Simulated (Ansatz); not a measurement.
This was printed by a script on the Ansatz DFT code, driven from Python, for a single point in a Gaussian basis of BClH2O, SMILES OBCl. What did the script look like? Level of theory: PBE, def2-SVPD basis, multiplicity 1.

```xyz
5

O    -0.8313   -0.6096   -0.4916
B     0.3774   -0.0778    0.0448
Cl    1.0258    1.5497   -0.5196
H    -1.4984   -0.2043    0.1085
H     0.9764   -0.7317    0.8165
```

`python energy_bclh2o.py` gives:
```text
crystal:
  periodic: [false, false, false]
  atoms:
    - { symbol: O, position_ang: [-0.8313, -0.6096, -0.4916] }
    - { symbol: B, position_ang: [0.3774, -0.0778, 0.0448] }
    - { symbol: Cl, position_ang: [1.0258, 1.5497, -0.5196] }
    - { symbol: H, position_ang: [-1.4984, -0.2043, 0.1085] }
    - { symbol: H, position_ang: [0.9764, -0.7317, 0.8165] }
basis:
  gaussian:
    orbitals: def2-SVPD
hamiltonian:
  xc: pbe

pass   1  E = -15260.951032 eV  gradient 5.3e+01
pass   2  E = -15224.733551 eV  gradient 1.4e+02
pass   3  E = -15265.789318 eV  gradient 1.1e+01
pass   4  E = -15266.069481 eV  gradient 6.2e+00
pass   5  E = -15266.164146 eV  gradient 1.7e+00
pass   6  E = -15266.172082 eV  gradient 6.2e-01
pass   7  E = -15266.173000 eV  gradient 1.2e-01
pass   8  E = -15266.174502 eV  gradient 1.2e-01
pass   9  E = -15266.174537 eV  gradient 2.1e-02
pass  10  E = -15266.149066 eV  gradient 1.1e-01
pass  11  E = -15266.149083 eV  gradient 2.5e-02
pass  12  E = -15266.149085 eV  gradient 1.1e-02
pass  13  E = -15266.149085 eV  gradient 1.8e-03
pass  14  E = -15266.149085 eV  gradient 2.6e-04
pass  15  E = -15266.149085 eV  gradient 2.9e-05
pass  16  E = -15266.149085 eV  gradient 3.1e-05
E = -15266.149128 eV = -561.0206327 Ha
converged: True  doubts: none
mean field: -561.0206327 Ha, <S^2> = 0.0000, stability: minimum
```

One script that gives this output:

`energy_bclh2o.py`:
```python
"""Electronic structure of the BClH2O molecule."""

import ansatz as az


def main() -> None:
    mol = (
        az.Crystal.molecule()
        .atom("O", [-0.8313, -0.6096, -0.4916])
        .atom("B", [0.3774, -0.0778, 0.0448])
        .atom("Cl", [1.0258, 1.5497, -0.5196])
        .atom("H", [-1.4984, -0.2043, 0.1085])
        .atom("H", [0.9764, -0.7317, 0.8165])
    )

    job = mol.calculation()
    job = job.basis(gaussian="def2-SVPD")
    job = job.functional("PBE")
    print(job.to_yaml())
    trace = []
    result = job.session().plan().execute(on_event=trace.append)
    data = result.report
    for event in trace:
        if event["event"] == "mean_field_evaluation" and event["data"]["evaluation"] <= 25:
            print("pass {evaluation:3d}  E = {energy_ev:.6f} eV  gradient {gradient_ev:.1e}".format(**event["data"]))

    print(f"E = {data['free_energy_ev']:.6f} eV = {data['free_energy_ev'] / 27.211386246:.7f} Ha")
    print("converged:", data["converged"], " doubts:", data["published_state_doubts"] or "none")

    state = data["mean_field"]["state"]
    print(f"mean field: {state['energy']['hartree']:.7f} Ha, <S^2> = {abs(state['spin_squared']):.4f}, stability: {state.get('stability', {}).get('kind')}")


if __name__ == "__main__":
    main()
```

Total energies depend on the basis set; only differences at equal settings carry meaning. The geometry is a force-field or estimated start, not a minimum of this method, and the basis set is short of its limit. Early passes use coarser integrals and grids, so their energies can't be compared with the last. Run time: 1.7 s on 1 thread of Intel(R) Xeon(R) Platinum 8259CL CPU @ 2.50GHz (Skylake/Cascade Lake), on a shared host, peak memory 0.17 GiB.

(Lines on the test bed's own set-up are left out of the output.)
